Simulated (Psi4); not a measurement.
CH₂, charge +1, doublet, geometry from GFN2-xTB of the parent state (a state made from the parent by changing its charge; the spin is typed, not shown lowest); PBE/def2-SVP in Psi4 1.11.

Psi4 was given this input:
```
memory 2 GB

molecule {
1 2
C     0.00386916    0.00066529    0.10150064
H     0.00046091    0.97908788   -0.31139250
H    -0.02367585   -0.98307960   -0.29761136
}

set {
  basis def2-svp
  reference uks
}

energy('pbe')
print_variables()
```

It wrote (shortened):

```
   => Loading Basis Set <=

    Name: DEF2-SVP
    Role: ORBITAL
    Keyword: BASIS

         ---------------------------------------------------------
                                   SCF
               by Justin Turney, Rob Parrish, Andy Simmonett
                          and Daniel G. A. Smith
                              UKS Reference
         ---------------------------------------------------------

  ==> Geometry <==

    Molecular point group: c2v
    Full point group: C2v

    Geometry (in Angstrom), charge = 1, multiplicity = 2:

       Center              X                  Y                   Z               Mass
    ------------   -----------------  -----------------  -----------------  -----------------
         C            0.000000000000    -0.000000000000     0.058432611496    12.000000000000
         H           -0.000000000000     0.981182159766    -0.347873547259     1.007825032230
         H            0.000000000000    -0.981182159766    -0.347873547259     1.007825032230

  Running in c2v symmetry.

  Rotational constants: A =     59.17068  B =      8.68725  C =      7.57509 [cm^-1]
  Rotational constants: A = 1773892.31193  B = 260437.05538  C = 227095.62065 [MHz]
  Nuclear repulsion =    6.249174946632950

  Charge       = 1
  Multiplicity = 2
  Electrons    = 7
  Nalpha       = 4
  Nbeta        = 3

  ==> Algorithm <==

  SCF Algorithm Type is DF.
  DIIS enabled.
  MOM disabled.
  Fractional occupation disabled.
  Guess Type is SAD.
  Energy threshold   = 1.00e-06
  Density threshold  = 1.00e-06
  Integral threshold = 1.00e-12

  ==> Primary Basis <==

  Basis Set: DEF2-SVP
    Blend: DEF2-SVP
    Number of shells: 12
    Number of basis functions: 24
    Number of Cartesian functions: 25
    Spherical Harmonics?: true
    Max angular momentum: 2

  ==> DFT Potential <==

   => LibXC <=

    Version 7.1.2
    S. Lehtola, C. Steigemann, M. J. T. Oliveira, and M. A. L. Marques,  SoftwareX 7, 1–5 (2018) (10.1016/j.softx.2017.11.002)

   => Composite Functional: PBE <=

    PBE GGA Exchange-Correlation Functional

    J.P. Perdew et. al., Phys. Rev. Lett., 77(18), 3865-3868, 1996

    Deriv               =              1
    GGA                 =           TRUE
    Meta                =          FALSE

    Exchange Hybrid     =          FALSE
    MP2 Hybrid          =          FALSE

   => Exchange Functionals <=

    1.0000     XC_GGA_X_PBE

   => Correlation Functionals <=

    1.0000     XC_GGA_C_PBE

   => LibXC Density Thresholds  <==

    XC_GGA_C_PBE:  1.00E-12
    XC_GGA_X_PBE:  1.00E-15

   => Molecular Quadrature <=

    Radial Scheme          =       TREUTLER
    Pruning Scheme         =           NONE
    Nuclear Scheme         =       TREUTLER

    Blocking Scheme        =         OCTREE
    BS radius alpha        =              1
    Pruning alpha          =              1
    Radial Points          =             75
    Spherical Points       =            302
    Total Points           =          65904
    Total Blocks           =            552
    Max Points             =            255
    Max Functions          =             24
    Weights Tolerance      =       1.00E-15

   => Loading Basis Set <=

    Name: (DEF2-SVP AUX)
    Role: JKFIT
    Keyword: DF_BASIS_SCF

  ==> Integral Setup <==

  SCF_SUBTYPE=INCORE selected. In-core MEM_DF algorithm will be used.
  Using in-core AOs.

  ==> MemDFJK: Density-Fitted J/K Matrices <==

    J tasked:                   Yes
    K tasked:                    No
    wK tasked:                   No
    Algorithm:                 Core
    Schwarz Cutoff:           1E-12
    Mask sparsity (%):       0.0000
    Fitting Condition:        1E-10

   => Auxiliary Basis Set <=

  Basis Set: (DEF2-SVP AUX)
    Blend: DEF2-UNIVERSAL-JKFIT
    Number of shells: 37
    Number of basis functions: 111
    Number of Cartesian functions: 129
    Spherical Harmonics?: true
    Max angular momentum: 4

[...]
    Using symmetric orthogonalization.

  ==> Pre-Iterations <==

  SCF Guess: Superposition of Atomic Densities via on-the-fly atomic UHF (no occupation information).

   -------------------------
    Irrep   Nso     Nmo
   -------------------------
     A1        11      11
     A2         2       2
     B1         4       4
     B2         7       7
   -------------------------
    Total      24      24
   -------------------------

  ==> Iterations <==

                           Total Energy        Delta E     RMS |[F,P]|

   @DF-UKS iter SAD:   -38.67631099382793   -3.86763e+01   0.00000e+00
   @DF-UKS iter   1:   -38.66378404773130    1.25269e-02   6.19044e-03 ADIIS/DIIS
   @DF-UKS iter   2:   -38.66769369136178   -3.90964e-03   1.86654e-03 ADIIS/DIIS
   @DF-UKS iter   3:   -38.66807237421816   -3.78683e-04   7.63004e-04 ADIIS/DIIS
   @DF-UKS iter   4:   -38.66813768037157   -6.53062e-05   1.17365e-04 ADIIS/DIIS
   @DF-UKS iter   5:   -38.66813929495957   -1.61459e-06   2.21308e-05 DIIS
   @DF-UKS iter   6:   -38.66813937413124   -7.91717e-08   3.94320e-06 DIIS
   @DF-UKS iter   7:   -38.66813937708208   -2.95084e-09   3.76788e-07 DIIS
  Energy and wave function converged.

  ==> Post-Iterations <==

   Electrons on quadrature grid:
      Nalpha   =    3.9999999723 ; deviation = -2.766e-08
      Nbeta    =    2.9999999609 ; deviation = -3.913e-08
      Ntotal   =    6.9999999332 ; deviation = -6.679e-08

   @Spin Contamination Metric:   1.541475229E-03
   @S^2 Expected:                7.500000000E-01
   @S^2 Observed:                7.515414752E-01
   @S   Expected:                5.000000000E-01
   @S   Observed:                5.000000000E-01

    Orbital Energies [Eh]
    ---------------------

    Alpha Occupied:

[...]
       3A1    -0.629156

    Alpha Virtual:

[...]
    Beta Occupied:

[...]
    Beta Virtual:

[...]
    Final Occupation by Irrep:
             A1    A2    B1    B2
    DOCC [     2,    0,    0,    1 ]
    SOCC [     1,    0,    0,    0 ]
    NA   [     3,    0,    0,    1 ]
    NB   [     2,    0,    0,    1 ]

  @DF-UKS Final Energy:   -38.66813937708208

   => Energetics <=

    Nuclear Repulsion Energy =              6.2491749466329498
    One-Electron Energy =                 -60.7431539695151415
    Two-Electron Energy =                  21.5179686738235603
    DFT Exchange-Correlation Energy =      -5.6921290280234507
    Empirical Dispersion Energy =           0.0000000000000000
    VV10 Nonlocal Energy =                  0.0000000000000000
    Total Energy =                        -38.6681393770820847

  UHF NO Occupations:
  HONO-2 :    1 B2 1.9998096
  HONO-1 :    2 A1 1.9994197
  HONO-0 :    3 A1 1.0000000
  LUNO+0 :    4 A1 0.0005803
  LUNO+1 :    2 B2 0.0001904
  LUNO+2 :    5 A1 0.0000002
  LUNO+3 :    3 B2 0.0000000

Computation Completed

Properties will be evaluated at   0.000000,   0.000000,   0.000000 [a0]

Properties computed using the SCF density matrix

 Multipole Moments:

 ------------------------------------------------------------------------------------
     Multipole            Electronic (a.u.)      Nuclear  (a.u.)        Total (a.u.)
 ------------------------------------------------------------------------------------

 L = 1.  Multiply by 2.5417464519 to convert [e a0] to [Debye]
 Dipole X            :          0.0000000            0.0000000            0.0000000
 Dipole Y            :          0.0000000            0.0000000            0.0000000
 Dipole Z            :          0.3649778           -0.6522417           -0.2872639
 Magnitude           :                                                    0.2872639

 ------------------------------------------------------------------------------------

  Variable Map:
  ----------------------------------------------------------------------------
[...]
  Array Variable Map:
  ----------------------------------------------------------------------------
[...]
[...]
```
